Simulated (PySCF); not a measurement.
**[AlH2···H···H], doublet in 6-31G: errors against full CI**

All five atoms lie in one plane.

Geometry: a point of a hydrogen-transfer path between rigid fragments, not a stationary point.

```json
{"atom": "Al", "x (Å)": "-0.1176", "y (Å)": "0.0000", "z (Å)": "0.0000"}
{"atom": "H", "x (Å)": "-0.9105", "y (Å)": "1.3734", "z (Å)": "0.0000"}
{"atom": "H", "x (Å)": "-0.9105", "y (Å)": "-1.3734", "z (Å)": "0.0000"}
{"atom": "H", "x (Å)": "2.0624", "y (Å)": "0.0000", "z (Å)": "0.0000"}
{"atom": "H", "x (Å)": "2.9064", "y (Å)": "0.0000", "z (Å)": "0.0000"}
```

Basis 6-31G; PySCF 2.14.0. Only valence electrons are correlated (noble-gas cores frozen), which leaves 7 electrons in 16 orbitals. R marks a restricted (for open shells ROHF) determinant, U an unrestricted one.

Full CI is exact within this basis and frozen core; it isn't the basis-set limit. The frozen core follows each run's orbitals, which can shift R against U totals by a few meV.

The UHF ⟨S²⟩ is 0.763. The T1 diagnostic (ROHF- or RHF-based CCSD) is 0.0183, the largest doubles amplitude (ROHF- or RHF-based CCSD) is 0.039 and the T1 diagnostic (UCCSD) is 0.0142.

```json
{"level": "RHF", "E − E(full CI) (meV)": "2025", "share of correlation (%)": "0.00", "wall time": "–"}
{"level": "UHF", "E − E(full CI) (meV)": "1960", "share of correlation (%)": "3.23", "wall time": "–"}
{"level": "RMP2", "E − E(full CI) (meV)": "651", "share of correlation (%)": "67.86", "wall time": "–"}
{"level": "UMP2", "E − E(full CI) (meV)": "642", "share of correlation (%)": "68.30", "wall time": "–"}
{"level": "RCCSD", "E − E(full CI) (meV)": "30", "share of correlation (%)": "98.52", "wall time": "–"}
{"level": "UCCSD", "E − E(full CI) (meV)": "30", "share of correlation (%)": "98.52", "wall time": "–"}
{"level": "RCCSD(T)", "E − E(full CI) (meV)": "11", "share of correlation (%)": "99.47", "wall time": "0.21 s"}
{"level": "UCCSD(T)", "E − E(full CI) (meV)": "11", "share of correlation (%)": "99.46", "wall time": "0.13 s"}
{"level": "RCCSDT", "E − E(full CI) (meV)": "1", "share of correlation (%)": "99.97", "wall time": "1 s"}
{"level": "UCCSDT", "E − E(full CI) (meV)": "1", "share of correlation (%)": "99.97", "wall time": "1 s"}
```

The correlation energy at full CI, counted from RHF, is -2.025 eV. The search over symmetries took 8 s on 1 thread of Arm Neoverse V2, shared host; the state has 272,520 determinants.

Times are those of the correlated step on a shared host, with one SCF added for the restricted CCSD run; they ran on 1 thread of Arm Neoverse V2.

The full-CI state has the irrep A1 of C2v, in the program's axes.

Natural occupations of full CI about the gap: 1.967 1.964 1.960 0.995 0.035 0.025 0.022 0.013 0.005 0.004; effectively unpaired electrons, Σ n²(2−n)², 1.03.
